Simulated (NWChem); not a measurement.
# Na₂ in NWChem

```xyz
2

Na     0.0000     0.0000     1.5547
Na     0.0000     0.0000    -1.5547
```
Charge 0, spin multiplicity 1.

All runs are NWChem calculations. Structure: optimised with PBE/def2-SVP, a minimum by its harmonic frequencies.

Symmetry labels belong to the abelian group D2h used in the runs, with the axes of the coordinates shown; states degenerate in a higher group split over its labels.

The structure started from a generated list of species.

Task: List the lowest 6 singlet excitations that TD-PBE/aug-cc-pVDZ gives, with oscillator strengths.

Result: 
| state | symmetry | energy (eV) | wavelength (nm) | f |
|---|---|---|---|---|
| 1 | b1u | 2.05 | 605 | 0.633 |
| 2 | b2u | 2.60 | 477 | 0.538 |
| 3 | b3u | 2.60 | 477 | 0.538 |
| 4 | ag | 2.80 | 442 | 0.000 |
| 5 | b3g | 3.00 | 413 | 0.000 |
| 6 | b2g | 3.00 | 413 | 0.000 |
